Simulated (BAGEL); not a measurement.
**C2H2FNO (SMILES FC1=NCO1): HF/3-21G (density fitting with qzvpp-jkfit)**

What is the energy change on altering one bond length of C2H2FNO at HF/3-21G (density fitting with qzvpp-jkfit)? 

The results are computed with BAGEL 1.2.2.

## Step 1: The system as given

C2H2FNO: 7 atoms, total charge 0, spin state singlet. As SMILES, `FC1=NCO1`. The shape is that of a PBE0-D4/def2-TZVP optimisation.

Bond lengths: F1–C2 1.291 Å, C2–N3 1.270 Å, N3–C4 1.465 Å, C2–O5 1.336 Å, C4–O5 1.481 Å, C4–H6 1.089 Å, C4–H7 1.089 Å. Some angles: F1–C2–N3 132.4°, F1–C2–O5 120.4°, N3–C2–O5 107.2°, C2–N3–C4 82.4°, N3–C4–O5 90.8°, C2–O5–C4 79.6°, N3–C4–H6 114.9°, N3–C4–H7 114.9°, O5–C4–H6 110.1°, O5–C4–H7 110.1°.

## Step 2: The energy at HF/3-21G (density fitting with qzvpp-jkfit)

Contents of input.json:

```json
{ "bagel" : [

{
  "title" : "molecule",
  "basis" : "3-21g",
  "df_basis" : "qzvpp-jkfit",
  "angstrom" : true,
  "geometry" : [
    { "atom" : "F", "xyz" : [      -1.048500,      -1.965600,       0.441600 ] },
    { "atom" : "C", "xyz" : [      -0.514700,      -0.825600,       0.153600 ] },
    { "atom" : "N", "xyz" : [      -0.970200,       0.214200,      -0.416500 ] },
    { "atom" : "C", "xyz" : [       0.388600,       0.705700,      -0.172700 ] },
    { "atom" : "O", "xyz" : [       0.759400,      -0.577400,       0.468200 ] },
    { "atom" : "H", "xyz" : [       0.459800,       1.518100,       0.548600 ] },
    { "atom" : "H", "xyz" : [       0.987000,       0.862600,      -1.068600 ] }
  ]
},

{ "title" : "hf" },

{ "title" : "print", "file" : "orbitals.molden", "orbitals" : true }

]}
```

Started as:

```
$ BAGEL_NUM_THREADS=1 BAGEL input.json > input.out
```

The program printed:

```text
* using 1 threads per process

  ===============================================================
  ===============================================================

  *** Geometry ***

  { "atom" : "F", "xyz" : [     -1.981378,     -3.714446,      0.834503 ] },
  { "atom" : "C", "xyz" : [     -0.972642,     -1.560158,      0.290262 ] },
  { "atom" : "N", "xyz" : [     -1.833412,      0.404779,     -0.787071 ] },
  { "atom" : "C", "xyz" : [      0.734348,      1.333580,     -0.326356 ] },
  { "atom" : "O", "xyz" : [      1.435058,     -1.091128,      0.884770 ] },
  { "atom" : "H", "xyz" : [      0.868896,      2.868793,      1.036704 ] },
  { "atom" : "H", "xyz" : [      1.865160,      1.630078,     -2.019361 ] },

  Number of auxiliary basis functions:      417

  Since a DF basis is specified, we compute 2- and 3-index integrals:
    o Being stored without compression. Storage requirement is 0.008 GB

  Number of basis functions:       49
  Number of electrons      :       38

    * METHOD: MOLECULE                             0.10

  *** RHF ***

  === Nuclear Repulsion ===
   174.3176668426

      * DIIS with orbital gradients will be used.

  === RHF iteration (3-21g) ===
      0       -303.67314560          0.03053026           0.02
      1       -303.80005307          0.01953865           0.02
      2       -303.85548449          0.00187458           0.02
      3       -303.85674519          0.00092776           0.02
      4       -303.85692641          0.00025744           0.02
      5       -303.85698136          0.00010694           0.02
      6       -303.85698788          0.00004211           0.02
      7       -303.85698875          0.00001451           0.02
      8       -303.85698886          0.00000429           0.02
      9       -303.85698886          0.00000198           0.02
     10       -303.85698887          0.00000058           0.02
     11       -303.85698887          0.00000027           0.02
     12       -303.85698887          0.00000009           0.02
     13       -303.85698887          0.00000005           0.02
     14       -303.85698887          0.00000002           0.02
     15       -303.85698887          0.00000001           0.02
    * SCF iteration converged.

    * Permanent dipole moment:
           (   -0.625513,    -0.588900,     0.034593) a.u.

    * METHOD: HF                                   0.45

    * METHOD: PRINT                                0.00

  ===============================================================
```

It took 0.72 s on 1 thread of Arm Neoverse V2, shared host.

## Step 3: The distorted shape, same level

Contents of input.json:

```json
{ "bagel" : [

{
  "title" : "molecule",
  "basis" : "3-21g",
  "df_basis" : "qzvpp-jkfit",
  "angstrom" : true,
  "geometry" : [
    { "atom" : "F", "xyz" : [      -1.133939,      -2.940473,      -0.423953 ] },
    { "atom" : "C", "xyz" : [      -0.600139,      -1.800473,      -0.711953 ] },
    { "atom" : "N", "xyz" : [      -1.055639,      -0.760673,      -1.282053 ] },
    { "atom" : "C", "xyz" : [       0.303161,      -0.269173,      -1.038253 ] },
    { "atom" : "O", "xyz" : [       0.673961,      -1.552273,      -0.397353 ] },
    { "atom" : "H", "xyz" : [       0.459800,       1.518100,       0.548600 ] },
    { "atom" : "H", "xyz" : [       0.901561,      -0.112273,      -1.934153 ] }
  ]
},

{
  "title" : "hf"
},

{
  "title" : "print",
  "file" : "orbitals.molden",
  "orbitals" : true
}

]}
```

Started as:

```
$ BAGEL_NUM_THREADS=1 BAGEL input.json > input.out
```

The program printed:

```text
* using 1 threads per process

  ===============================================================
  ===============================================================

  *** Geometry ***

  { "atom" : "F", "xyz" : [     -2.142834,     -5.556689,     -0.801155 ] },
  { "atom" : "C", "xyz" : [     -1.134098,     -3.402401,     -1.345396 ] },
  { "atom" : "N", "xyz" : [     -1.994869,     -1.437464,     -2.422729 ] },
  { "atom" : "C", "xyz" : [      0.572891,     -0.508663,     -1.962014 ] },
  { "atom" : "O", "xyz" : [      1.273602,     -2.933371,     -0.750888 ] },
  { "atom" : "H", "xyz" : [      0.868896,      2.868793,      1.036704 ] },
  { "atom" : "H", "xyz" : [      1.703703,     -0.212165,     -3.655019 ] },

  Number of auxiliary basis functions:      417

  Since a DF basis is specified, we compute 2- and 3-index integrals:
    o Being stored without compression. Storage requirement is 0.008 GB

  Number of basis functions:       49
  Number of electrons      :       38

    * METHOD: MOLECULE                             0.10

  *** RHF ***

  === Nuclear Repulsion ===
   170.6935192166

      * DIIS with orbital gradients will be used.

  === RHF iteration (3-21g) ===
      0       -303.43059016          0.03164226           0.02
      1       -303.56130809          0.02151124           0.02
      2       -303.63251432          0.00221624           0.02
      3       -303.63443581          0.00104932           0.02
      4       -303.63479762          0.00032097           0.02
      5       -303.63486535          0.00009298           0.02
      6       -303.63487240          0.00005307           0.02
      7       -303.63487351          0.00001794           0.02
      8       -303.63487370          0.00000713           0.02
      9       -303.63487372          0.00000253           0.02
     10       -303.63487373          0.00000110           0.02
     11       -303.63487373          0.00000048           0.02
     12       -303.63487373          0.00000019           0.02
     13       -303.63487373          0.00000009           0.02
     14       -303.63487373          0.00000003           0.02
     15       -303.63487373          0.00000002           0.02
     16       -303.63487373          0.00000001           0.02
    * SCF iteration converged.

    * Permanent dipole moment:
           (   -0.523848,    -0.183808,     0.232918) a.u.

    * METHOD: HF                                   0.46

    * METHOD: PRINT                                0.00

  ===============================================================
```

Wall time 0.72 s (1 thread of Arm Neoverse V2, shared host).

## Step 4: Summary of results

At HF/3-21G (density fitting with qzvpp-jkfit):

```
                                                         quantity          value
                                        first shape: total energy  -303.85699 Eh
                                       first shape: dipole moment         2.19 D
                                         first shape: HOMO energy      -11.73 eV
                                         first shape: LUMO energy        4.83 eV
                                       first shape: HOMO–LUMO gap       16.56 eV
                                    distorted shape: total energy  -303.63487 Eh
                                   distorted shape: dipole moment         1.53 D
                                     distorted shape: HOMO energy       -9.75 eV
                                     distorted shape: LUMO energy       -0.56 eV
                                   distorted shape: HOMO–LUMO gap        9.19 eV
energy change with the C4–H6 bond stretched from 1.089 to 2.395 Å       6.044 eV
```

In words: One bond (distorted shape) is far stretched, which a spin-restricted single reference describes badly; a broken-symmetry solution may lie lower. With the C4–H6 bond stretched from 1.089 to 2.395 Å the energy rises by 6.04 eV (139 kcal/mol). The first shape isn't relaxed at this level, so the change isn't measured from a minimum. A restricted reference can't describe the breaking bond well at this length.
